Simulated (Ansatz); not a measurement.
# PHF2 (difluorophosphine) at CCSDTQ/STO-3G

What is the vertical ionisation energy of PHF2 (difluorophosphine) at CCSDTQ/STO-3G? 

Program for the calculation: Ansatz 0.2.0.

65 further runs of the same task are left out: 6 that didn't finish, 59 set aside as unsound or not needed.

## Step 1: Starting point

The species is PHF2 (4 atoms), meant as a singlet with charge 0. SMILES: `FPF`. The shape is that of a GFN2-xTB optimisation.

Bond lengths: F1–P2 1.617 Å, P2–F3 1.617 Å, P2–H4 1.418 Å. Angles: F1–P2–F3 94.7°, F1–P2–H4 92.6°, F3–P2–H4 92.6°.

## Step 2: The energy at CCSDTQ/STO-3G

File job.yaml:

```yaml
crystal:
  periodic: [false, false, false]
  atoms:
    - symbol: F
      position_ang: [1.200700, 0.603880, -0.244050]
    - symbol: P
      position_ang: [-0.020800, -0.433020, -0.460000]
    - symbol: F
      position_ang: [-1.177160, 0.665480, -0.195640]
    - symbol: H
      position_ang: [-0.002740, -0.836340, 0.899690]
basis:
  gaussian: {orbitals: STO-3G}
correlation: {method: ccsdtq, frozen_orbitals: {F: 1, H: 0, P: 5}}
accuracy: high
scf: {omitted_lower_state_checks: [cluster_reference, increment]}
```

On the command line:

```bash
$ ansatz run job.yaml --threads 1 --pin off --max-ram 2610MiB --events-out events.jsonl --progress --plain --runs-dir runs
```

The log of the run, cut to the lines that bear on the results:

```text
Warning: RAYON_NUM_THREADS=1 ignored (pool sized by the plan → 1); use --threads N
Functional definition: HF
  name "HF"
[...]
361 factors; integrals over basis functions are off by at most 2.7e-8 eV
[...]
mean field -14518.60107826 eV, -533.5487485649 hartree, gradient 1.2e-8 eV, S^2 0.000000; 0 other end points of the search recorded, 0 dependent functions left out
7 core orbitals not correlated: weight in the atoms' cores, before any rotation towards them, 1.000 or more for the frozen orbitals, at most 0.000 for the correlated occupied ones
reference -14518.60107826 eV, -533.5487485649 hartree; 10, 10 occupied and 3, 3 virtual orbitals, 361 factors
second order -1.76881320 eV of doubles, -0.00000000 eV of singles
cycle   1  -2.13193881 eV  change   -3.6e-1 eV  update   7.4e-2
[...]
cycle  27  -2.48278636 eV  change   1.6e-10 eV  update   1.1e-9
Total energy: -14521.08386462 eV, -533.6399892807 hartree
Checks for a lower state left out: cluster_reference, increment
```

Wall time 8.1 s (1 thread of Arm Neoverse V1, shared host); peak memory 0.16 GiB.

## Step 3: The doublet cation at the same level

File input.yaml:

```yaml
crystal:
  periodic: [false, false, false]
  atoms:
    - {symbol: F, position_ang: [1.200700, 0.603880, -0.244050]}
    - {symbol: P, position_ang: [-0.020800, -0.433020, -0.460000]}
    - {symbol: F, position_ang: [-1.177160, 0.665480, -0.195640]}
    - {symbol: H, position_ang: [-0.002740, -0.836340, 0.899690]}
basis:
  gaussian: {orbitals: STO-3G}
total_charge: 1
magnetization: {spin_polarized: true, initial_magnetization: 1}
correlation: {method: ccsdtq, frozen_orbitals: {F: 1, H: 0, P: 5}}
accuracy: high
scf: {omitted_lower_state_checks: [cluster_reference, increment]}
```

On the command line:

```bash
$ ansatz run input.yaml --threads 1 --pin off --max-ram 2610MiB --events-out events.jsonl --progress --plain --runs-dir runs
```

The log of the run, cut to the lines that bear on the results:

```text
Warning: RAYON_NUM_THREADS=1 ignored (pool sized by the plan → 1); use --threads N
[... 2 set-up lines as earlier in the session ...]
[...]
361 factors; integrals over basis functions are off by at most 2.7e-8 eV
[...]
mean field -14510.74724729 eV, -533.2601256001 hartree, gradient 1.5e-8 eV, S^2 0.796498; 4 other end points of the search recorded, 0 dependent functions left out
7 core orbitals not correlated: weight in the atoms' cores, before any rotation towards them, 1.000 or more for the frozen orbitals, at most 0.000 for the correlated occupied ones
reference -14510.74724729 eV, -533.2601256001 hartree; 10, 9 occupied and 3, 4 virtual orbitals, 361 factors
second order -2.35982378 eV of doubles, -0.00000000 eV of singles
cycle   1  -2.76216763 eV  change   -4.0e-1 eV  update   1.1e-1
[...]
cycle  40  -3.52663338 eV  change   6.4e-10 eV  update  9.6e-10
Total energy: -14514.27388067 eV, -533.3897269865 hartree
Checks for a lower state left out: cluster_reference, increment
```

It took 1.8 min on 1 thread of Arm Neoverse V1, shared host; peak memory 0.7 GiB.

## Step 4: Summary of results

Level: CCSDTQ/STO-3G, 7 core orbitals frozen.

```
                                                   quantity          value
                                 singlet PHF2: total energy  -533.63999 Eh
  singlet PHF2: correlation energy (7 core orbitals frozen)      -91.2 mEh
                                singlet PHF2: T1 diagnostic          0.011
                               doublet cation: total energy  -533.38973 Eh
doublet cation: correlation energy (7 core orbitals frozen)     -129.6 mEh
          doublet cation: ⟨S²⟩ of the reference determinant          0.796
                              doublet cation: T1 diagnostic          0.039
         vertical ionisation energy (to the doublet cation)       6.810 eV
```

Removing an electron at fixed nuclei costs 6.81 eV (157 kcal/mol). In a minimal basis such a difference can be off by several eV, whatever the method.
